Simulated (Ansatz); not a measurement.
Reaction: C2H3N (acetonitrile, SMILES C(#N)C) + H+ → C2H4N+ (SMILES CC#[NH+])
Each species at its own B3LYP-D3(BJ)/def2-TZVP minimum (Ansatz, a program for electronic structure).

Property: proton affinity (electronic), positive where energy is released, in kcal/mol. UHF or UKS for unpaired electrons; spin-orbit terms are left out. CBS(X,Y): correlation extrapolated as X^-3, Hartree-Fock from the larger set (Q,5: extrapolated as (X+1)exp(-9√X)). A bracket is a step between two methods taken in the basis named. The functionals are non-relativistic, so their misses hold any scalar relativity. Double hybrids freeze cores in their MP2 part. 'core' is core correlation in cc-pwCVTZ, 'X2C' scalar relativity in cc-pVTZ-DK, both at CCSD(T).

CCSD(T)/CBS(cc-pVQZ,cc-pV5Z) + [CCSDT(Q) - CCSD(T)]/cc-pVDZ + core + X2C (Ansatz) gives 191.8 kcal/mol.

How far off this value is PBE/def2-TZVPD (Ansatz), in which direction, and which of these levels come nearer: r2SCAN/def2-TZVPD, B3LYP/def2-TZVPD, PBE0/def2-TZVPD, B2PLYP/def2-TZVPD, CCSD(T)/CBS(cc-pVQZ,cc-pV5Z) + core + X2C?

PBE gives 194.1 kcal/mol, 2.3 kcal/mol above it. Differences of the others: r2SCAN/def2-TZVPD (Ansatz) 3.2; B3LYP/def2-TZVPD (Ansatz) 2.3; PBE0/def2-TZVPD (Ansatz) 3.4; B2PLYP/def2-TZVPD (Ansatz) 0.1; CCSD(T)/CBS(cc-pVQZ,cc-pV5Z) + core + X2C (Ansatz) 0.1 kcal/mol. Nearer than PBE: B2PLYP/def2-TZVPD, CCSD(T)/CBS(cc-pVQZ,cc-pV5Z) + core + X2C.
